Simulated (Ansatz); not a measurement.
Mulliken charges of CH$_{6}$AlSi, SMILES `[CH3][Al][SiH3]` radical from PBE/def2-TZVPP in Ansatz (PBE0-D4/def2-TZVP geometry).

```
atom   x (Å)   y (Å)   z (Å)  charge (e)
  C1  -0.873   1.319  -1.165      -0.412
 Al2   0.630   0.945   0.050       0.274
 Si3   0.893  -1.273   1.138      -0.027
  H4  -1.524   0.450  -1.296       0.107
  H5  -0.508   1.627  -2.150       0.097
  H6  -1.479   2.147  -0.783       0.097
  H7   2.207  -1.870   0.758      -0.044
  H8  -0.163  -2.279   0.809      -0.047
  H9   0.906  -1.113   2.622      -0.044
```

Task: By hand: the dipole of these point charges (1 e Å = 4.8032 D).

Result: Σ q r = (0.023, 0.402, -0.147) e Å, of length 0.429 e Å = 2.06 D.

Task: How does the dipole of the full density compare? (Estimate.)

Result: Computed: (-0.117, 0.168, -0.150) e Å, 1.22 D; the point charges give 1.69 times that, at 37° from its direction.

Point charges leave out the atoms' own dipoles, such as those of lone pairs, and Mulliken's split depends on the basis, so the two needn't agree.
